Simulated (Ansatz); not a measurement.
# Osmium, hcp: convergence with Methfessel-Paxton smearing

Computed with Ansatz, PBE, scalar-relativistic PAW, on the relaxed cell (a = 2.756 Å, c = 4.343 Å (c/a = 1.576); spin not included). Errors count from a run at 420 eV on a Γ-centred 21×21×12 mesh with Fermi-Dirac smearing of 0.1 eV, extrapolated to zero width. Fixed here: cutoff 420 eV, mesh 13×13×7. The SCF starts from atomic densities corrected by a trained network.

```
width (eV)  E(σ→0) error (meV/atom)  F error (meV/atom)  P (GPa)  SCF iterations
      0.01                     -1.0                -1.0    -0.25               5
      0.03                     -1.0                -1.0    -0.25               5
       0.1                     -1.2                -1.3    -0.27               5
       0.2                     -1.2                -0.8    -0.28               5
       0.3                     -0.6                -0.2    -0.25               5
       0.6                      0.2                 1.1    -0.21               5
       1.0                     -1.4                10.5    -0.77               5
```
